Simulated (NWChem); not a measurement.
# One shape, several levels: triplet C2H3Cl

Wanted: a comparison of 6 runs (UHF/STO-3G, UPBE0/def2-SVPD, UB3LYP/6-31G*, U-r2SCAN/def2-SVPD, UM06-2X/def2-SVPD) of triplet C2H3Cl. 

Program for the calculation: NWChem 7.3.0.

40 further runs of the same task are left out: 40 set aside as unsound or not needed. Runs told in other sessions of the task aren't counted.

### Step 1. The structure to begin with

The species is C2H3Cl (6 atoms), meant as a triplet with charge 0. As SMILES of the parent species, `C=CCl`. The coordinates come from a PBE0-D4/def2-TZVP relaxation. That shape belongs to the parent species and isn't relaxed for this state.

Bond lengths: C1–C2 1.320 Å, C2–Cl3 1.721 Å, C1–H4 1.083 Å, C1–H5 1.083 Å, C2–H6 1.083 Å. Angles: C1–C2–Cl3 123.5°, C1–C2–H6 123.6°, Cl3–C2–H6 112.9°, C2–C1–H4 122.1°, C2–C1–H5 119.4°, H4–C1–H5 118.4°.

### Step 2. A single-point energy at UHF/STO-3G (run 1)

Input file sp.nw:

```
START sp
TITLE "C2H3Cl hf"
memory 2200 mb
GEOMETRY noautosym nocenter noautoz
   C       -0.461860       0.202020      -0.539180
   C        0.378470      -0.011560       0.455830
   Cl       0.897380      -1.579540       0.939640
   H       -0.883050      -0.607730      -1.121290
   H       -0.744690       1.217510      -0.788270
   H        0.813760       0.779300       1.053260
END
BASIS spherical bse
   C library STO-3G
   Cl library STO-3G
   H library STO-3G
END
SCF
   nopen 2
   uhf
   thresh 1e-08
   maxiter 80
END
TASK scf
```

Run with:

```
$ nwchem sp.nw > sp.out
```

Output:

```text
[...]
  functions       =    22
[...]
  wavefunction    = UHF
[...]
         Total SCF energy =   -530.943114553115
      One electron energy =   -909.717402651687
      Two electron energy =    289.505424658596
 Nuclear repulsion energy =     89.268863439976
                       Sz =      1.0000
                 Sz(Sz+1) =      2.0000
                      S^2 =      2.0242
[...]
```

Run time: 1.5 s. Hardware: 1 thread of Intel Xeon Platinum 8559C (Emerald Rapids), shared host; peak memory 0.11 GiB.

### Step 3. A single-point energy at UPBE0/def2-SVPD (run 2)

Input file c2h3cl.nw:

```
start c2h3cl
memory stack 880 mb heap 220 mb global 1100 mb
geometry units angstroms noautosym nocenter noautoz
   C    -0.461860    0.202020   -0.539180
   C     0.378470   -0.011560    0.455830
   Cl    0.897380   -1.579540    0.939640
   H    -0.883050   -0.607730   -1.121290
   H    -0.744690    1.217510   -0.788270
   H     0.813760    0.779300    1.053260
end
basis "ao basis" spherical bse
   * library def2-SVPD
end
dft
   xc pbe0
   mult 3
   grid fine
   convergence energy 1e-08
   iterations 100
   mulliken
   print low
end
task dft
```

Run with:

```
$ nwchem c2h3cl.nw > c2h3cl.out
```

Output:

```text
[...]
 d= 0,ls=0.0,diis     1   -537.5605311336 -6.27D+02  7.67D-03  6.84D-02     1.9
[...]
 d= 0,ls=0.0,diis    12   -537.5943884041 -1.26D-10  1.05D-07  9.92D-12    22.3
[...]
         Total DFT energy =     -537.594388404144
      One electron energy =     -915.570462121510
           Coulomb energy =      328.652957112507
    Exchange-Corr. energy =      -39.945746835117
 Nuclear repulsion energy =       89.268863439976
[...]
      Total Density - Mulliken Population Analysis
     ---------------------------------------------
    Atom       Charge   Shell Charges
 -----------   ------   -------------------------------------------------------
    1 C    6     5.79   1.98  0.92  0.28 -0.06  2.10  0.53  0.03  0.01
    2 C    6     5.91   1.98  0.93  0.06  0.00  2.06  0.80  0.05  0.03
    3 Cl  17    17.40   2.00  1.98  1.28  0.67  0.02  5.93  2.13  3.08  0.20  0.05  0.05
    4 H    1     1.05   0.75  0.28  0.03 -0.00
    5 H    1     0.97   0.75  0.21  0.03 -0.01
    6 H    1     0.88   0.74  0.11  0.03 -0.00
[...]
      <S2> =      2.0085 (Exact =     2.0000)
[...]
```

It took 23 s on 1 thread of Intel Xeon Platinum 8559C (Emerald Rapids), shared host; peak memory 0.12 GiB.

Runs 3 to 5 aren't shown in full; the table further down has their settings and results.

### Step 4. The energy at UM06-2X/def2-SVPD (run 6)

Input file sp.nw:

```
start sp
title "C2H3Cl"
memory 2200 mb

geometry units angstroms noautosym nocenter noautoz
C    -0.461860    0.202020   -0.539180
C     0.378470   -0.011560    0.455830
Cl    0.897380   -1.579540    0.939640
H    -0.883050   -0.607730   -1.121290
H    -0.744690    1.217510   -0.788270
H     0.813760    0.779300    1.053260
end

basis spherical bse
* library def2-SVPD
end

dft
xc m06-2x
mult 3
grid fine
convergence energy 1e-08
maxiter 100
mulliken
print medium
end

task dft energy
```

Run with:

```
$ nwchem sp.nw > sp.out
```

Output:

```text
[...]
          Wavefunction type:  spin polarized.
          No. of atoms     :     6
          No. of electrons :    32
[...]
          Charge           :     0
          Spin multiplicity:     3
[...]
          AO basis - number of functions:    91
[...]
              XC Information
              --------------
                       M06-2X Method XC Functional
                     Hartree-Fock (Exact) Exchange  0.540
                        M06-2X Exchange Functional  1.000
                      M06-2X Correlation Potential  1.000
[...]
 d= 0,ls=0.0,diis     1   -537.7436099854 -6.27D+02  5.92D-03  5.27D-02     2.6
[...]
 d= 0,ls=0.0,diis    12   -537.7765238918 -1.38D-09  3.94D-07  5.89D-11    29.6
[...]
         Total DFT energy =     -537.776523891822
      One electron energy =     -915.558036043748
           Coulomb energy =      328.651601244772
    Exchange-Corr. energy =      -40.138952532822
 Nuclear repulsion energy =       89.268863439976
[...]
      Total Density - Mulliken Population Analysis
     ---------------------------------------------
    Atom       Charge   Shell Charges
 -----------   ------   -------------------------------------------------------
    1 C    6     5.68   1.99  0.91  0.26 -0.09  2.10  0.47  0.03  0.02
    2 C    6     5.84   1.99  0.92 -0.01  0.03  2.06  0.75  0.04  0.07
    3 Cl  17    17.37   2.00  1.99  1.26  0.69  0.01  5.94  2.12  3.07  0.20  0.05  0.05
    4 H    1     1.15   0.75  0.39  0.03 -0.01
    5 H    1     1.04   0.75  0.27  0.02 -0.02
    6 H    1     0.92   0.75  0.15  0.02 -0.00
[...]
      <S2> =      2.0104 (Exact =     2.0000)
[...]
```

It took 30 s on 1 thread of Intel Xeon Platinum 8559C (Emerald Rapids), shared host; peak memory 0.12 GiB.

### Step 5. The series

| run | level | iteration cap | module | energy (Eh) | dipole moment (D) | HOMO energy (eV) | ⟨S²⟩ | wall time |
| --- | --- | --- | --- | --- | --- | --- | --- | --- |
| 1 | UHF/STO-3G | 80 | scf | -530.943115 | 1.94 | -5.90 | 2.024 | 1.5 s |
| 2 | UPBE0/def2-SVPD | 100 | dft | -537.594388 | – | – | 2.009 | 23 s |
| 3 | UB3LYP/6-31G* (spherical functions) | 100 | dft | -538.020480 | 1.01 | -2.90 | 2.007 | 21 s |
| 4 | UB3LYP/6-31G* (Cartesian functions) | 100 | dft | -538.025484 | 1.02 | – | 2.007 | 27 s |
| 5 | U-r2SCAN/def2-SVPD | 100 | dft | -537.766280 | 1.08 | -2.76 | 2.011 | 32 s |
| 6 | UM06-2X/def2-SVPD | 100 | dft | -537.776524 | 1.19 | -4.62 | 2.010 | 30 s |

### Step 6. Results

| quantity | value |
| --- | --- |
| run 6: total energy | -537.77652 Eh |
| run 6: dipole moment | 1.19 D |
| run 6: HOMO energy (highest over α and β) | -4.62 eV |
| run 6: LUMO energy (lowest over α and β) | -3.43 eV |
| run 6: ⟨S²⟩ | 2.010 |

Over runs 1, 3, 4, 5, 6 the dipole moment (its size) runs from 1.01 D (UB3LYP/6-31G*) to 1.94 D (UHF/STO-3G). The two ends differ in method and basis. Totals of different functionals can't be ranked against each other. In run 1 the basis is minimal, so the values are rough. All runs together took 2.3 min, the longest 32 s.
